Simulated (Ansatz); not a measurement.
Consider the substitution at a C–C bond: `CCCCCCC` + H–F → `CCCCF` + propane.

Calculated with Ansatz (gas phase, PBE0-D4/def2-TZVP geometries, no zero-point term in ΔE). CCSD(T)/CBS adds triple-zeta CCSD(T) − MP2 to the extrapolated MP2 energy (def2 sets, frozen cores). This one scheme is used for every species. Functionals use def2-TZVPP. One conformer a species, not always the lowest.

```csv
species,r2SCAN-D4 energy (Eh)
`CCCCCCC`,-276.31577
H–F,-100.44667
`CCCCF`,-257.64918
`CCC`,-119.10403
```

Work out ΔE.

ΔE = (-257.64918) + (-119.10403) − (-276.31577) − (-100.44667) = 0.00923 Eh = +0.25 eV. CCSD(T)/CBS gives +0.43 eV.

Largest T1 diagnostic among the species: 0.009.

Leaving LDA and LC-ωPBE aside and taking each functional with its dispersion term where it has one, the values, not all of them listed here, spread over 0.17 eV, from BLYP-D4 to PBE-QIDH. LDA lies +0.14 eV from PBE without D4. From r2SCAN to r2SCAN0 (25 % exact exchange), in def2-TZVPP and without D4, ΔE moves by +0.05 eV.
